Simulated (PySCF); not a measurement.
Gas-phase reaction: O + H ⇌ OH

Computed with PySCF (xtb for GFN2) and rigid-rotor harmonic-oscillator thermochemistry at 1 bar. Table values come from the NASA 1993 polynomials. † marks an energy on the PBE0/def2-TZVP geometry and frequencies; other levels use their own. CCSD(T) freezes the core. 6-31G* has spherical d functions here. Open shells (unrestricted): O (multiplicity 3, electronic degeneracy 9), H (multiplicity 2), OH (multiplicity 2, electronic degeneracy 4). GFN2 has no spin-polarisation term. Spin-orbit splitting is ignored; it lowers the true energy and changes the entropy of O, OH. CCSD(T) isn't extrapolated to the basis-set limit; its ΔH°(298 K) is -384.1 kJ in def2-SVP and -414.4 kJ in def2-TZVPP. The harmonic model lacks anharmonicity and excited electronic states, which grow with temperature; levels with a mode under 35 cm⁻¹ are left out. The table's entry may be an old estimate for OH (not checked at source).

log10 K (1 bar standard state):

```tsv
T (K)	table	CCSD(T)/def2-TZVPP†	GFN2-xTB	HF/6-31G*	PBE0/def2-TZVP	r2SCAN/def2-TZVP†
600	32.3	31.1	54.6	16.1	31.3	32.4
1200	13.4	12.8	24.5	5.3	12.9	13.4
1400	10.7	10.1	20.2	3.7	10.2	10.7
1600	8.6	8.2	17.0	2.5	8.2	8.6
2000	5.7	5.3	12.4	0.8	5.4	5.7
```
Ten kJ in ΔG° is worth 0.87 decades in K at 600 K and 0.26 at 2000 K.
